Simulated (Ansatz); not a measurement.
Two shapes of singlet CHO₂(-).

Shape 1:

```xyz
4

C    -0.0485   -0.0118   -0.3019
O     0.0361    1.1136    0.2359
O     0.0049   -1.0865    0.1864
H     0.0234    0.0141   -1.4312
```

Shape 2:

```xyz
4

C     0.0000    0.0000   -0.3298
O     0.0000    1.2225    0.2231
O     0.0000   -1.2225    0.2231
H     0.0000    0.0000   -1.5909
```

Basis set: 6-31G* (spherical functions). Frozen core: 3 orbitals. Charge -1, multiplicity 1.

Computed with Ansatz (development build ahead of 0.2.0); each method stands on the lowest determinant of its kind that the runs found.

(1) Which shape is lower in energy, and by how much in each method?

Answers

(1)

```
 method  E(2) − E(1) (eV)
    RHF             0.975
RHF-MP2             0.244
```

Shape 1 is lower. Caution: no diffuse functions for an anion.
